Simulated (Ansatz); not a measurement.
System: bcc Cs. Method: B3LYP (VWN-RPA form) (plane waves, PAW; Ansatz, an electronic-structure program).

Settings: plane-wave cutoff 460 eV, 8×8×8 k mesh, Fermi–Dirac smearing 0.05 eV, scalar-relativistic PAW data made under PBE.

Energies at three volumes about the minimum:

| V (Å³/atom) | E − E_lowest (meV/atom) |
|---|---|
| 122.898 | 0.36 |
| 125.929 | 0.00 |
| 129.077 | 0.48 |

Q: Fit a parabola by hand: where is the minimum, what lattice constant follows, and what is the bulk modulus?

A: Slopes: (0.00 − 0.36)/(125.929 − 122.898) = -0.119 and (0.48 − 0.00)/(129.077 − 125.929) = 0.152 meV/Å³. Curvature E″ = 2 × (0.152 − (-0.119))/(129.077 − 122.898) = 0.088 meV/Å⁶. From the middle of the first interval, the slope vanishes at V0 = 124.4135 − (-0.119)/0.088 = 125.766 Å³/atom. B = V0 E″ = 125.766 × 0.088 meV/Å³ × 0.1602 GPa per meV/Å³ = 1.77 GPa. With 2 atoms in the cube, a = (2 × 125.766)^(1/3) = 6.312 Å. The full Birch–Murnaghan fit to all volumes gives V0 = 125.697 Å³/atom and B0 = 1.77 GPa.

Measured, for comparison: bulk modulus 2.11 GPa (corrected for temperature and zero-point phonon effects, our sources range from 2.11 to 2.35; as tabulated in Levämäki et al. (2014), arXiv:1402.3671); lattice constant a 6.039 Å (low-temperature or extrapolated to 0 K; zero-point anharmonic expansion removed; as tabulated in Csonka et al. (2009), arXiv:0903.4037). Computed (rounded) less measured: bulk modulus -16 % (-16 % to -25 % over the range).
